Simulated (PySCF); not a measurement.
## Dipole moment and polarisability of `CC(=O)[P@@H](C)=S`

Species: C3H7OPS.
Structure used (GFN2-xTB), in Å, numbered top down from 1:
```xyz
13
C3H7OPS angstrom
C     -2.1238   -0.3068   -0.5339
C     -0.8250    0.0252    0.1181
O     -0.6522    0.3533    1.2584
P      0.6774   -0.3132   -0.9559
C      2.0066    0.6829   -0.2021
S      1.0057   -2.2124   -1.1268
H     -2.0419   -1.2981   -0.9824
H     -2.9430   -0.2813    0.1809
H     -2.3094    0.4069   -1.3375
H      0.3897    0.3630   -2.1524
H      2.9392    0.4822   -0.7301
H      1.7694    1.7446   -0.2310
H      2.1029    0.3542    0.8351
```

Level: B3LYP/def2-SVPD (PySCF), static field, nuclei fixed, core orbitals frozen in the response. The polarisability tensor in these axes (au):

```
x   93.70 -3.71 -3.04
y   -3.71 92.94  9.52
z   -3.04  9.52 79.71
```

Q: Give the principal values, the mean and the anisotropy Δα = √{½[(α1 − α2)² + (α2 − α3)² + (α1 − α3)²]}.

A: Principal values 74.68, 90.70 and 100.96 au; mean 88.78 au = 13.16 Å³ = 14.64 × 10⁻⁴⁰ C²·m²/J; Δα = 22.94 au (26 % of the mean).

Q: What is the dipole moment, and where does it point?

A: (-1.08, 3.37, -1.52) D, 3.85 D in size, pointing from the negative to the positive side. Measured along this direction, the outermost atoms are S6 at the negative end and H9 at the positive end.

Q: Directions of the eigenvectors, and the extent of the frame along each?

A: Largest value along (-0.54, 0.73, 0.41), where the nuclei span 4.10 Å; middle along (0.84, 0.51, 0.21), 5.12 Å; least along (0.05, -0.45, 0.89), 2.98 Å. The strongest response doesn't lie along the longest of the three spans.

Q: In a dilute gas of rigid molecules at 298 K, how does the orientational term μ²/3kT compare with the electronic polarisability?

A: In Gaussian units μ²/3kT = 120.05 Å³ against 13.16 Å³, a ratio of 9.12; the Debye molar polarisation (4π/3)N_A(α + μ²/3kT) is 336.0 cm³/mol, leaving out the vibrational part.

Q: What molar refraction does this α imply?

A: Lorentz–Lorenz: R = (4π/3)N_A α = 2.5225 cm³/(mol·Å³) × 13.16 Å³ = 33.2 cm³/mol, in the limit of long wavelengths.

The structure is a single GFN2-xTB conformer in the gas phase; no vibrational or solvent corrections.
